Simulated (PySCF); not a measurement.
**Rock-salt NaCl: smallest direct gap on the k points sampled by level of theory**

No measured value is used here.

```
level (code)                 value (eV)
-------------------------  ------------
PBE (PySCF)                           ?
PBE0 (PySCF)                          ?
Hartree–Fock (PySCF)       13.81 ± 0.08
evGW@PBE (PySCF)             9.19 ± 0.1
G0W0@Hartree–Fock (PySCF)   10.12 ± 0.1
G0W0@PBE (PySCF)            8.05 ± 0.10
G0W0@PBE0 (PySCF)            8.81 ± 0.1
QSGW@PBE (PySCF)             9.42 ± 0.2
```

What belongs in the gaps?


- PBE (PySCF), value (eV): 5.12 ± 0.01
- PBE0 (PySCF), value (eV): 7.27 ± 0.02

Computed values are for a static lattice.  A ± on a computed value is a rough bar: the spread of its extrapolation, a floor set from checks against published values, or a statistical error. Values are at the measured cell.
